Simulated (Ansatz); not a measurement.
A calculation with Ansatz (development build ahead of 0.2.0).

```yaml
crystal:
  periodic: [false, false, false]
  atoms:
    - { symbol: "N", position_ang: [0.0, 0.0, 0.0] }
    - { symbol: S, position_ang: [0.85452, 1.13935, 2.46677] }
basis:
  gaussian: { orbitals: STO-3G }
total_charge: -1
hamiltonian:
  xc: hf
correlation:
  method: fci
  frozen_orbitals: { "N": 1, S: 5 }
```

The input is written out in the form of the current development build from the run's settings.

The run gave:

```yaml
Converged: yes
Total_energy: -446.53009 hartree
State: lowest singlet root, of any spatial symmetry
```

Caution: no diffuse functions for an anion.
